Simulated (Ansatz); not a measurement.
SiH, quartet in cc-pVTZ: errors against full CI

Geometry: a PBE0/def2-TZVP stationary point for this spin.

```xyz
2

Si    0.0000    0.0000    0.0000
H     0.0000    0.0000    1.4995
```

Basis cc-pVTZ; Ansatz 0.2.0. Correlated methods freeze the noble-gas cores, which leaves 5 electrons in 43 orbitals. R marks a restricted (for open shells ROHF) determinant, U an unrestricted one. Active spaces: valence = (5e, 5o) chosen from the atoms' valence shells.

Full CI is exact within this basis and frozen core; it isn't the basis-set limit. The frozen core follows each run's orbitals, which can shift R against U totals by a few meV.

For open shells CISD is restricted-active-space CI with the open shells as a complete middle space.

The UHF ⟨S²⟩ is 3.753 and the T1 diagnostic (RCCSD) is 0.0359. The largest doubles amplitude (RCCSD) is 0.062 and the T1 diagnostic (UCCSD) is 0.0325.

```
                   level  E − E(full CI) (kJ/mol)  share of correlation (%)  wall time
                     RHF                    222.4                      0.00          –
                     UHF                    219.5                      1.31          –
                    RMP2                     57.7                     74.07          –
                    UMP2                     57.1                     74.30          –
                    CISD                      8.7                     96.11        1 s
                   RCCSD                      9.9                     95.54          –
                   UCCSD                      9.6                     95.66          –
                RCCSD(T)                      2.3                     98.94      1.3 s
                UCCSD(T)                      2.1                     99.04      1.3 s
                 BCCD(T)                      2.4                     98.94     0.87 s
                  RCCSDT                      0.2                     99.90          –
                  UCCSDT                      0.0                    100.01          –
               RCCSDT(Q)                      0.0                     99.98      8.5 s
               UCCSDT(Q)                     -0.2                    100.09        8 s
  CASSCF (valence space)                    177.3                     20.25          –
  NEVPT2 (valence space)                     55.7                     74.96     0.42 s
  MRCISD (valence space)                     12.0                     94.60          –
MRCISD+Q (valence space)                      4.5                     97.99     0.81 s
```

The correlation energy at full CI, counted from RHF, is -2.305 eV. That run took 74 s on 1 thread of Arm Neoverse V1, shared host over 1,326,860 determinants.

Times hold each run's SCF and search for its determinant on a shared host, so for small cases they say little of a method's own cost; they ran on 1 thread of Arm Neoverse V1.

The full-CI state has the irrep A2 of C2v, in the program's axes (one component, if the state is degenerate).

Natural occupations of full CI about the gap: 1.934 0.995 0.982 0.982 0.028 0.013 0.013 0.011 0.011 0.008; effectively unpaired electrons, Σ n²(2−n)², 3.02.
